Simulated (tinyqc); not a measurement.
Worked calculation: ROHF in the sto-3g basis, for H2O, spin multiplicity 3. One step of it, computed by the program tinyqc.

Question. Iteration 1: building the Fock matrix. J_ij = sum D_kl (ij|kl) with D = D(alpha) + D(beta), K_ij = sum D_kl (ik|jl) for each spin; F = H + J - K(s); E = tr D H + tr D J / 2 - 0.5 sum_s tr D(s) K(s) + E_nn.

D(alpha) at the start, lower triangle:
```
            1O 1s      1O 2s    1O 2px     1O 2py    1O 2pz     2H 1s     3H 1s
1O 1s    1.286075
1O 2s   -0.294244   1.253006
1O 2px   0.000000   0.000000  0.784863
1O 2py   0.000000   0.000000  0.000000   0.702189
1O 2pz   0.009070  -0.046261  0.000000   0.000000  0.747546
2H 1s   -0.009856   0.030854  0.000000   0.070949  0.037150  0.596981
3H 1s   -0.009856   0.030854  0.000000  -0.070949  0.037150  0.034334  0.596981
```

D(beta) at the start, lower triangle:
```
            1O 1s      1O 2s    1O 2px     1O 2py    1O 2pz     2H 1s     3H 1s
1O 1s    0.857383
1O 2s   -0.196163   0.835337
1O 2px   0.000000   0.000000  0.523242
1O 2py   0.000000   0.000000  0.000000   0.468126
1O 2pz   0.006047  -0.030841  0.000000   0.000000  0.498364
2H 1s   -0.006570   0.020569  0.000000   0.047299  0.024767  0.397988
3H 1s   -0.006570   0.020569  0.000000  -0.047299  0.024767  0.022890  0.397988
```

core Hamiltonian H = T + V (hartree), lower triangle:
```
             1O 1s      1O 2s     1O 2px     1O 2py     1O 2pz      2H 1s      3H 1s
1O 1s   -32.601625
1O 2s    -7.584568  -9.224016
1O 2px    0.000000   0.000000  -7.366376
1O 2py    0.000000   0.000000   0.000000  -7.492118
1O 2pz   -0.014461  -0.175798   0.000000   0.000000  -7.431894
2H 1s    -1.323372  -3.048774   0.000000  -1.790122  -1.339748  -4.624778
3H 1s    -1.323372  -3.048774   0.000000   1.790122  -1.339748  -1.086944  -4.624778
```

Two-electron integrals (ij|kl) in chemists' order, unique and non-zero (hartree):
```
(11|11) 4.785065    (21|11) 0.741380    (21|21) 0.136873    (22|11) 1.118947
(22|21) 0.256633    (22|22) 0.817206    (31|31) 0.024477    (32|31) 0.037809
(32|32) 0.180518    (33|11) 1.115814    (33|21) 0.256684    (33|22) 0.817023
(33|33) 0.880159    (41|41) 0.024477    (42|41) 0.037809    (42|42) 0.180518
(43|43) 0.047444    (44|11) 1.115814    (44|21) 0.256684    (44|22) 0.817023
(44|33) 0.785270    (44|44) 0.880159    (51|51) 0.024477    (52|51) 0.037809
(52|52) 0.180518    (53|53) 0.047444    (54|54) 0.047444    (55|11) 1.115814
(55|21) 0.256684    (55|22) 0.817023    (55|33) 0.785270    (55|44) 0.785270
(55|55) 0.880159    (61|11) 0.129959    (61|21) 0.023802    (61|22) 0.044382
(61|33) 0.044296    (61|41) 0.000889    (61|42) 0.001670    (61|44) 0.044471
(61|51) 0.000642    (61|52) 0.001206    (61|54) 0.000127    (61|55) 0.044387
(61|61) 0.004193    (62|11) 0.329050    (62|21) 0.076471    (62|22) 0.271168
(62|33) 0.266459    (62|41) 0.004664    (62|42) 0.036236    (62|44) 0.275573
(62|51) 0.003367    (62|52) 0.026157    (62|54) 0.006579    (62|55) 0.271208
(62|61) 0.013573    (62|62) 0.113168    (63|31) 0.007843    (63|32) 0.046233
(63|43) 0.007449    (63|53) 0.005377    (63|63) 0.015785    (64|11) 0.196595
(64|21) 0.046263    (64|22) 0.175144    (64|33) 0.167271    (64|41) 0.010308
(64|42) 0.068283    (64|44) 0.187771    (64|51) 0.001779    (64|52) 0.015917
(64|54) 0.009421    (64|55) 0.170191    (64|61) 0.008559    (64|62) 0.088808
(64|64) 0.084667    (65|11) 0.141910    (65|21) 0.033395    (65|22) 0.126426
(65|33) 0.120743    (65|41) 0.001779    (65|42) 0.015917    (65|44) 0.124787
(65|51) 0.009127    (65|52) 0.057722    (65|54) 0.010368    (65|55) 0.133604
(65|61) 0.006178    (65|62) 0.064105    (65|64) 0.049722    (65|65) 0.051676
(66|11) 0.481385    (66|21) 0.113683    (66|22) 0.463425    (66|33) 0.444997
(66|41) 0.008666    (66|42) 0.093857    (66|44) 0.480961    (66|51) 0.006256
(66|52) 0.067749    (66|54) 0.025961    (66|55) 0.463736    (66|61) 0.020337
(66|62) 0.247874    (66|64) 0.221970    (66|65) 0.160227    (66|66) 0.774606
(71|11) 0.129959    (71|21) 0.023802    (71|22) 0.044382    (71|33) 0.044296
(71|41) -0.000889   (71|42) -0.001670   (71|44) 0.044471    (71|51) 0.000642
(71|52) 0.001206    (71|54) -0.000127   (71|55) 0.044387    (71|61) 0.004124
(71|62) 0.013120    (71|64) 0.007592    (71|65) 0.005978    (71|66) 0.019462
(71|71) 0.004193    (72|11) 0.329050    (72|21) 0.076471    (72|22) 0.271168
(72|33) 0.266459    (72|41) -0.004664   (72|42) -0.036236   (72|44) 0.275573
(72|51) 0.003367    (72|52) 0.026157    (72|54) -0.006579   (72|55) 0.271208
(72|61) 0.013120    (72|62) 0.089774    (72|64) 0.048949    (72|65) 0.049369
(72|66) 0.158720    (72|71) 0.013573    (72|72) 0.113168    (73|31) 0.007843
(73|32) 0.046233    (73|43) -0.007449   (73|53) 0.005377    (73|63) 0.012046
(73|73) 0.015785    (74|11) -0.196595   (74|21) -0.046263   (74|22) -0.175144
(74|33) -0.167271   (74|41) 0.010308    (74|42) 0.068283    (74|44) -0.187771
(74|51) -0.001779   (74|52) -0.015917   (74|54) 0.009421    (74|55) -0.170191
(74|61) -0.007592   (74|62) -0.048949   (74|64) -0.015174   (74|65) -0.026370
(74|66) -0.078354   (74|71) -0.008559   (74|72) -0.088808   (74|74) 0.084667
(75|11) 0.141910    (75|21) 0.033395    (75|22) 0.126426    (75|33) 0.120743
(75|41) -0.001779   (75|42) -0.015917   (75|44) 0.124787    (75|51) 0.009127
(75|52) 0.057722    (75|54) -0.010368   (75|55) 0.133604    (75|61) 0.005978
(75|62) 0.049369    (75|64) 0.026370    (75|65) 0.038786    (75|66) 0.095149
(75|71) 0.006178    (75|72) 0.064105    (75|74) -0.049722   (75|75) 0.051676
(76|11) 0.108080    (76|21) 0.025344    (76|22) 0.097410    (76|33) 0.095200
(76|44) 0.097262    (76|51) 0.001756    (76|52) 0.016202    (76|55) 0.099660
(76|61) 0.004446    (76|62) 0.039946    (76|64) 0.027241    (76|65) 0.025454
(76|66) 0.090313    (76|71) 0.004446    (76|72) 0.039946    (76|74) -0.027241
(76|75) 0.025454    (76|76) 0.017495    (77|11) 0.481385    (77|21) 0.113683
(77|22) 0.463425    (77|33) 0.444997    (77|41) -0.008666   (77|42) -0.093857
(77|44) 0.480961    (77|51) 0.006256    (77|52) 0.067749    (77|54) -0.025961
(77|55) 0.463736    (77|61) 0.019462    (77|62) 0.158720    (77|64) 0.078354
(77|65) 0.095149    (77|66) 0.301489    (77|71) 0.020337    (77|72) 0.247874
(77|74) -0.221970   (77|75) 0.160227    (77|76) 0.090313    (77|77) 0.774606
```

nuclear repulsion = 8.19508555 hartree

Give: Coulomb J; exchange K(alpha); exchange K(beta); F(alpha); F(beta); total energy of this density.

Answer.

Coulomb J (hartree), lower triangle:
```
          1O 1s   1O 2s  1O 2px   1O 2py  1O 2pz   2H 1s   3H 1s
1O 1s   17.1794
1O 2s    3.2202  7.9965
1O 2px   0.0000  0.0000  7.9522
1O 2py   0.0000  0.0000  0.0000   8.0235
1O 2pz   0.0113  0.1371  0.0000   0.0000  7.9897
2H 1s    0.5609  2.6774  0.0000   1.7386  1.2947  4.8248
3H 1s    0.5609  2.6774  0.0000  -1.7386  1.2947  0.9791  4.8248
```

exchange K(alpha) (hartree), lower triangle:
```
         1O 1s   1O 2s  1O 2px   1O 2py  1O 2pz   2H 1s   3H 1s
1O 1s   5.9473
1O 2s   1.0089  1.6383
1O 2px  0.0000  0.0000  1.0230
1O 2py  0.0000  0.0000  0.0000   1.0889
1O 2pz  0.0081  0.0728  0.0000   0.0000  1.0579
2H 1s   0.1952  0.6729  0.0000   0.3438  0.2769  0.7816
3H 1s   0.1952  0.6729  0.0000  -0.3438  0.2769  0.2657  0.7816
```

exchange K(beta) (hartree), lower triangle:
```
         1O 1s   1O 2s  1O 2px   1O 2py  1O 2pz   2H 1s   3H 1s
1O 1s   3.9649
1O 2s   0.6726  1.0922
1O 2px  0.0000  0.0000  0.6820
1O 2py  0.0000  0.0000  0.0000   0.7259
1O 2pz  0.0054  0.0485  0.0000   0.0000  0.7052
2H 1s   0.1301  0.4486  0.0000   0.2292  0.1846  0.5211
3H 1s   0.1301  0.4486  0.0000  -0.2292  0.1846  0.1771  0.5211
```

F(alpha) (hartree), lower triangle:
```
           1O 1s    1O 2s   1O 2px   1O 2py   1O 2pz    2H 1s    3H 1s
1O 1s   -21.3695
1O 2s    -5.3732  -2.8657
1O 2px    0.0000   0.0000  -0.4371
1O 2py    0.0000   0.0000   0.0000  -0.5575
1O 2pz   -0.0112  -0.1115   0.0000   0.0000  -0.5001
2H 1s    -0.9577  -1.0443   0.0000  -0.3953  -0.3219  -0.5816
3H 1s    -0.9577  -1.0443   0.0000   0.3953  -0.3219  -0.3735  -0.5816
```

F(beta) (hartree), lower triangle:
```
           1O 1s    1O 2s   1O 2px   1O 2py   1O 2pz    2H 1s    3H 1s
1O 1s   -19.3871
1O 2s    -5.0369  -2.3197
1O 2px    0.0000   0.0000  -0.0961
1O 2py    0.0000   0.0000   0.0000  -0.1945
1O 2pz   -0.0085  -0.0872   0.0000   0.0000  -0.1475
2H 1s    -0.8926  -0.8200   0.0000  -0.2807  -0.2296  -0.3211
3H 1s    -0.8926  -0.8200   0.0000   0.2807  -0.2296  -0.2849  -0.3211
```

total energy of this density = -75.579924 hartree

This density is the starting one; it is not idempotent, so its energy is not variational and may lie below the converged one.
